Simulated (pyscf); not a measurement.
HO–Si(OH)(OH)–OH (SMILES O[Si](O)(O)O) + F–CH₂–F (SMILES FCF) → HO–Si(OH)(OH)–CH(F)–F (SMILES O[Si](O)(O)C(F)F) + H₂O (SMILES O) (four-centre exchange; singlet surface; O–Si, C–H broken, C–Si, H–O formed). PySCF, gas phase, ωB97X-D3(BJ)/def2-SVP geometries. Energies in kcal/mol from the separated reactants.

| level | barrier | reaction energy |
|---|---|---|
| ωB97X-D3(BJ)/def2-TZVP | 69.0 | +34.0 |
| PBE/def2-TZVP | … | … |
| B3LYP-D3(BJ)/def2-TZVP | 69.6 | +34.7 |
| PBE0-D3(BJ)/def2-TZVP | 66.3 | +34.2 |
| M06-2X/def2-TZVP | … | +37.4 |
| HF/def2-TZVP | 96.3 | +41.5 |

What belongs in the gaps?


- PBE/def2-TZVP, barrier: 63.1
- PBE/def2-TZVP, reaction energy: +32.9
- M06-2X/def2-TZVP, barrier: 70.1

The functionals in the table span 7.1 kcal/mol in this barrier, from PBE to M06-2X. On the reactant side the descent ends in a complex (not fully relaxed), 5.0 kcal/mol under the separated species and 74.0 kcal/mol under the saddle at ωB97X-D3(BJ)/def2-TZVP. On the product side the descent ends in an adduct with a O–Si contact (not fully relaxed), 0.5 kcal/mol under the separated species and 35.5 kcal/mol under the saddle at ωB97X-D3(BJ)/def2-TZVP. What is counted as broken (O–Si) persists as a longer contact in the product adduct; parting that adduct is a step of its own. This is the saddle that the search found; another between the same sides may lie lower.
